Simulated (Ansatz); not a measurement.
# CH3Li (SMILES [Li][CH3]): one structure at several levels

The atoms stand at a structure displaced at random from a GFN2-xTB minimum. How far do the functionals agree with CCSD(T) there?

Method: single points in def2-TZVPP; program: Ansatz 0.2.0, Gaussian basis.

Cores are frozen in the correlated methods. The outer core shell of Li, Na, Mg and K is correlated.

### Step 1. Starting geometry

5 atoms, charge 0, spin multiplicity 1.

Atoms are counted from 1 here; the program's logs count them from 0.

Bond lengths: Li1–C2 2.178 Å, C2–H3 1.112 Å, C2–H4 1.024 Å, C2–H5 0.956 Å. Angles: Li1–C2–H3 105.7°, Li1–C2–H4 101.4°, Li1–C2–H5 108.5°, H3–C2–H4 119.3°, H3–C2–H5 108.0°, H4–C2–H5 113.1°.

Coordinates:

```
Li    1.4770    0.8571   -0.7990
C    -0.2385   -0.1335    0.1066
H    -0.2068   -1.1831   -0.2582
H    -0.0810    0.0564    1.1002
H    -1.0355    0.2718   -0.2311
```

### Step 2. CCSD(T)/def2-TZVPP

Input file run/in.yaml:

```yaml
crystal:
  periodic: [false, false, false]
  atoms:
    - {symbol: Li, position_ang: [1.477000, 0.857100, -0.799000]}
    - {symbol: C, position_ang: [-0.238500, -0.133500, 0.106600]}
    - {symbol: H, position_ang: [-0.206800, -1.183100, -0.258200]}
    - {symbol: H, position_ang: [-0.081000, 0.056400, 1.100200]}
    - {symbol: H, position_ang: [-1.035500, 0.271800, -0.231100]}
basis:
  gaussian: {orbitals: def2-TZVPP}
correlation: {method: ccsd_t}
output: {forces: true}
```

The command line of these runs was not kept.

### Step 3. PBE0-D4/def2-TZVPP

run/in.yaml, as its differences from that of step 2:

```diff
@@ -10,3 +10,3 @@
   gaussian: {orbitals: def2-TZVPP}
-correlation: {method: ccsd_t}
-output: {forces: true}
+hamiltonian: {xc: pbe0, dispersion: d4}
+output: {forces: true, orbitals: {seedname: orbitals}}
```

### Step 4. wB97M-V/def2-TZVPP

run/in.yaml, as its differences from that of step 3:

```diff
@@ -10,3 +10,3 @@
   gaussian: {orbitals: def2-TZVPP}
-hamiltonian: {xc: pbe0, dispersion: d4}
-output: {forces: true, orbitals: {seedname: orbitals}}
+hamiltonian: {xc: {name: wB97M-V}}
+output: {forces: true}
```

### Step 5. r2SCAN-D4/def2-TZVPP

run/in.yaml, as its differences from that of step 4:

```diff
@@ -10,3 +10,3 @@
   gaussian: {orbitals: def2-TZVPP}
-hamiltonian: {xc: {name: wB97M-V}}
+hamiltonian: {xc: r2scan, dispersion: d4}
 output: {forces: true}
```

### Step 6. PBE-D4/def2-TZVPP

run/in.yaml, as its differences from that of step 5:

```diff
@@ -10,3 +10,3 @@
   gaussian: {orbitals: def2-TZVPP}
-hamiltonian: {xc: r2scan, dispersion: d4}
+hamiltonian: {xc: pbe, dispersion: d4}
 output: {forces: true}
```

### Step 7. BLYP-D4/def2-TZVPP

run/in.yaml, as its differences from that of step 6:

```diff
@@ -10,3 +10,3 @@
   gaussian: {orbitals: def2-TZVPP}
-hamiltonian: {xc: pbe, dispersion: d4}
+hamiltonian: {xc: {name: BLYP}, dispersion: d4}
 output: {forces: true}
```

### Step 8. CAM-B3LYP-D4/def2-TZVPP

run/in.yaml, as its differences from that of step 7:

```diff
@@ -10,3 +10,3 @@
   gaussian: {orbitals: def2-TZVPP}
-hamiltonian: {xc: {name: BLYP}, dispersion: d4}
+hamiltonian: {xc: {name: CAM-B3LYP}, dispersion: d4}
 output: {forces: true}
```

(Steps that only read results are left out.)

Before running it: what results should come out? Wanted: energy less free atoms, CCSD(T)/def2-TZVPP; RMS force component; RMS force error; HOMO and LUMO, PBE0-D4; T1 diagnostic.

**Answer**, as computed:

| quantity | value |
| --- | --- |
| energy less free atoms, CCSD(T)/def2-TZVPP | -1388.8 kJ/mol |
| RMS force component | 2.535 to 2.611 eV/Å over the methods |
| RMS force error | PBE0-D4 0.023, wB97M-V 0.047, r2SCAN-D4 0.026, PBE-D4 0.095, BLYP-D4 0.103, CAM-B3LYP-D4 0.062 eV/Å |
| HOMO and LUMO, PBE0-D4 | -4.53 and -1.21 eV |
| T1 diagnostic | 0.010 |

Against CCSD(T) the functionals' energies less atoms differ by -47.2 to -20.4 kJ/mol, PBE-D4 by -39.6 kJ/mol. CCSD(T) in triple zeta still lacks some correlation energy of the bonds, so part of these gaps is its own basis error and they don't rank the functionals. For forces PBE0-D4 does best and BLYP-D4 worst. Frozen-core CCSD(T) forces in triple zeta carry basis errors of their own, and this is one geometry, so small gaps rank nothing.
